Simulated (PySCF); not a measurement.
Species: C₃H₆N (doublet state).
Z-matrix (Å and degrees, GFN2-xTB geometry), rows numbered from 1:
```
C 
C   1  1.4758
C   2  1.3919  1  124.05
N   3  1.2952  2  127.42  1   179.87
H   1  1.0927  2  110.41  3   122.15
H   1  1.0929  2  110.40  3  -120.43
H   1  1.0872  2  111.31  3     0.75
H   2  1.0833  1  117.30  3   179.83
H   3  1.0873  2  117.83  1    -0.21
H   4  1.0206  3  113.18  2     0.04
```

The hyperfine couplings belong to this conformer and change with its torsions.

The species is `[H]/N=C\[CH]C` [radical].

Level of theory: UKS B3LYP, pcH-1 on C H N, non-relativistic, mean-field spin-orbit, GIAO in PySCF. One conformer (not necessarily the lowest) at the GFN2-xTB geometry, without solvent, vibrations or thermal averaging. A GFN2-xTB geometry isn't a minimum of the functional, and hyperfine couplings can be far from their values at a DFT geometry. The SCF solution wasn't tested for stability. ⟨S²⟩ is 0.774 where a pure state has 0.75.

Principal values of hyperfine tensors in MHz (contact and dipolar terms together), for some of the nuclei:

| atom | isotope | A1 | A2 | A3 | alike by the symmetry of this geometry |
| --- | --- | --- | --- | --- | --- |
| H6 | 1H | 88.25 | 89.88 | 99.40 | H5 |
| C2 | 13C | 3.51 | 4.24 | 176.86 | none |
| C3 | 13C | -71.87 | -35.91 | -28.04 | none |
| H8 | 1H | -68.92 | -46.61 | -17.38 | none |
| C1 | 13C | -27.17 | -24.13 | -23.27 | none |
| N4 | 14N | -5.99 | -5.66 | 63.56 | none |
| H9 | 1H | 1.88 | 7.44 | 13.51 | none |
| H7 | 1H | -1.32 | -0.90 | 8.26 | none |

**Question.** Give the isotropic coupling of each nucleus in MHz and in mT (g = 2.0034), and the anisotropic part.

**Answer.** a_iso = (A1 + A2 + A3)/3, Ti = Ai − a_iso; 1 mT corresponds to 28.040 MHz.

```csv
atom,a_iso (MHz),a_iso (mT),T1,T2,T3
H6,92.51,3.299,-4.26,-2.63,6.89
C2,61.54,2.195,-58.02,-57.30,115.32
C3,-45.27,-1.615,-26.59,9.36,17.23
H8,-44.30,-1.580,-24.62,-2.31,26.93
C1,-24.85,-0.886,-2.31,0.73,1.58
N4,17.30,0.617,-23.29,-22.97,46.26
H9,7.61,0.271,-5.73,-0.17,5.90
H7,2.01,0.072,-3.33,-2.91,6.25
```

**Question.** What spin density at the nucleus of H6 lies behind its contact coupling (g_N = 5.58569)?

**Answer.** a_FC = (2μ0/3) gₑ μB g_N μN ρ(0)/(2S·h) = 800.24 MHz × g_N × ρ(0)/(2S), with ρ in bohr⁻³. With a_FC = 92.51 MHz and 2S = 1, ρ(0) = 0.0207 bohr⁻³. In magnitude that is 6.5 % of the 1/π = 0.318 of a free hydrogen atom.

**Question.** H10 (1H, g_N = 5.58569) isn't in the table. Its spin density at the nucleus is -0.007263 bohr⁻³. What is its contact coupling?

**Answer.** By the same relation, a_FC = -32.5 MHz. Its full tensor has the principal values -55.78, -39.21, -2.42 MHz.

**Question.** Which nucleus of the table has the largest anisotropic coupling, and what is its form?

**Answer.** C2: -58.0, -57.3, 115.3 MHz, axial, in the ratio −1:−1:+2, the form that spin in one p orbital centred on that nucleus gives.

**Question.** In a single crystal, with the field along each principal axis of the tensor of C3 in turn, what first-order splitting does this nucleus give (isotropic g, quadrupole terms neglected)?

**Answer.** 2 lines (I = 1/2), spaced by |A_i|/(g × 13.996): 2.56, 1.28, 1.00 mT along the axes of A1, A2 and A3.
